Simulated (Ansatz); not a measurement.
Below is the output of a Python script on the Python package of Ansatz (0.2.0) that makes a geometry optimisation of C₃HO₂, SMILES C#CO[C]=O. Write a script that gives it. Use: B3LYP, cc-pVDZ basis, multiplicity 2.

```yaml
atoms:
  - { symbol: C, position_ang: [-1.3573, -0.4767, 0.6913] }
  - { symbol: C, position_ang: [-0.2214, -0.3376, 0.5313] }
  - { symbol: O, position_ang: [1.0686, -0.2385, 0.3760] }
  - { symbol: C, position_ang: [1.4268, 0.4528, -0.7274] }
  - { symbol: O, position_ang: [1.5853, 1.0376, -1.7254] }
  - { symbol: H, position_ang: [-2.4599, -0.5016, 0.8081] }
```

```console
$ python c3ho2_opt.py
step   1  E = -7214.773575 eV  largest force component 8.1434 eV/A
step   2  E = -7215.961227 eV  largest force component 5.0857 eV/A
step   3  E = -7216.501992 eV  largest force component 4.9434 eV/A
step   4  E = -7216.822516 eV  largest force component 2.5628 eV/A
step   5  E = -7216.898650 eV  largest force component 0.5927 eV/A
step   6  E = -7216.903289 eV  largest force component 0.1381 eV/A
step   7  E = -7216.903901 eV  largest force component 0.1617 eV/A
step   8  E = -7216.904517 eV  largest force component 0.0358 eV/A
step   9  E = -7216.904743 eV  largest force component 0.0095 eV/A
converged              True
free_energy_ev         -7216.90492637655
reference_energy_ev    -7216.90492637655
n_frozen               0
n_occupied             [18, 17]
n_virtual              [57, 58]
final positions (A) and the move of each atom
C    -1.36693   -0.39942    0.61398    0.1097
C    -0.17061   -0.30812    0.47999    0.0780
O     1.15643   -0.24654    0.39628    0.0905
C     1.69710    0.41178   -0.68094    0.2773
O     1.15599    0.95262   -1.57893    0.4615
H    -2.42989   -0.47431    0.72352    0.0938
dipole moment 0.995 D
Mulliken: [('C', 0.001), ('C', 0.078), ('O', -0.14), ('C', 0.138), ('O', -0.086), ('H', 0.009)]
```

The script that was run (others could print the same):

The script, `c3ho2_opt.py`:
```python
import ansatz as az
import numpy as np

SETTINGS = {
    "basis_set": "cc-pVDZ",
    "functional": "b3lyp",
}


def main() -> None:
    geometry = (
        az.Crystal.molecule()
        .atom("C", (-1.3573, -0.4767, 0.6913))
        .atom("C", (-0.2214, -0.3376, 0.5313))
        .atom("O", (1.0686, -0.2385, 0.376))
        .atom("C", (1.4268, 0.4528, -0.7274))
        .atom("O", (1.5853, 1.0376, -1.7254))
        .atom("H", (-2.4599, -0.5016, 0.8081))
    )

    calculation = (
        geometry.calculation()
        .basis(gaussian=SETTINGS["basis_set"])
        .functional(SETTINGS["functional"])
        .spin("collinear", total=1)
    )
    symbols = [site.symbol for site in geometry.cartesian_sites]
    start = np.array([site.position_ang for site in geometry.cartesian_sites], dtype=float)
    def progress(event):
        if event["event"] == "relax_step":
            row = event["data"]
            print(f"step {row['step']:3d}  E = {row['lagrangian_ev']:.6f} eV  largest force component {row['allowed_force_max_ev_ang']:.4f} eV/A")


    data = calculation.relax(force_tolerance=0.01, max_steps=100).session().plan().execute(on_event=progress).report
    end = np.array(data["positions_ang"])

    for key in ("converged", "free_energy_ev", "reference_energy_ev", "n_frozen", "n_occupied", "n_virtual"):
        print(f"{key:22s} {data[key]}")

    print("final positions (A) and the move of each atom")
    for symbol, xyz, old in zip(symbols, end, start):
        print(f"{symbol:2s} {xyz[0]:10.5f} {xyz[1]:10.5f} {xyz[2]:10.5f}   {np.linalg.norm(xyz - old):7.4f}")

    charges = data["charge_distribution"]
    print("dipole moment", round(4.803205 * float(np.linalg.norm(charges["dipole_moment_e_ang"])), 3), "D")
    print("Mulliken:", [(s, round(q, 3)) for s, q in zip(symbols, charges["mulliken_charges_e"])])


if __name__ == "__main__":
    main()
```

What to keep in mind:
- Total energies depend on the basis set; only differences at equal settings carry meaning.
- The end point is the stationary point reached from this start; no frequency run checks that it is a minimum, and the basis set is modest.
- The species is open-shell (spin multiplicity 2).
- b3lyp holds the VWN-RPA fit, as in Gaussian; the form of ORCA and Turbomole is b3lyp5.
- It ran for 38 s on 1 thread of Arm Neoverse V1, on a shared host, peak memory 0.25 GiB.

(Lines on the test bed's own set-up are left out of the output.)
